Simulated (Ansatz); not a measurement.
Relaxation of CH4MgN (7 atoms, charge 0, multiplicity 2), to a largest force component of 0.015 eV/Å in at most 40 steps.

These are results of Ansatz 0.2.0, UKS B3LYP-D4/def2-SVP, not measurements.

```xyz
7
Properties=species:S:1:pos:R:3
N -0.256 -0.581 -0.735
C 0.407 -0.005 0.444
Mg -0.529 1.944 0.930
H -0.669 -1.484 -0.505
H 0.414 -0.709 -1.492
H 1.477 0.078 0.192
H 0.311 -0.748 1.252
```

Problem. Where does it end, and by what steps?

Solution. The run converged. After 16 steps the energy has fallen by 0.161 eV; Mg3 moved furthest, 0.65 Å. Joined: N1–Mg3.

| step | energy less start (eV) | largest force component (eV/Å) | accepted |
| --- | --- | --- | --- |
| 0 | 0.0000 | 0.691 | yes |
| 1 | -0.0903 | 0.346 | yes |
| 2 | -0.1032 | 0.172 | yes |
| 3 | -0.1163 | 0.255 | yes |
| 4 | -0.1198 | 0.210 | yes |
| 5 | -0.1262 | 0.067 | yes |
| 6 | -0.1382 | 0.192 | yes |
| 7 | -0.1355 | 0.303 | no |
| 8 | -0.1507 | 0.078 | yes |
| 9 | -0.1474 | 0.163 | no |
| 10 | -0.1529 | 0.083 | yes |
| 11 | -0.1548 | 0.068 | yes |
| 12 | -0.1555 | 0.242 | yes |
| 13 | -0.1609 | 0.072 | yes |
| 14 | -0.1612 | 0.020 | yes |
| 15 | -0.1614 | 0.017 | yes |
| 16 | -0.1614 | 0.008 | yes |

```xyz
7
Properties=species:S:1:pos:R:3
N -0.321 -0.431 -0.573
C 0.623 -0.064 0.549
Mg -0.708 1.584 0.424
H -0.639 -1.404 -0.557
H 0.128 -0.298 -1.481
H 1.686 -0.207 0.297
H 0.387 -0.686 1.427
```

Whether the end is a true minimum wasn't checked by a vibrational analysis.

Run time: 4.5 min on 1 thread of Intel(R) Xeon(R) Processor @ 2.50GHz (Skylake/Cascade Lake), on a shared host, peak memory 0.17 GiB.
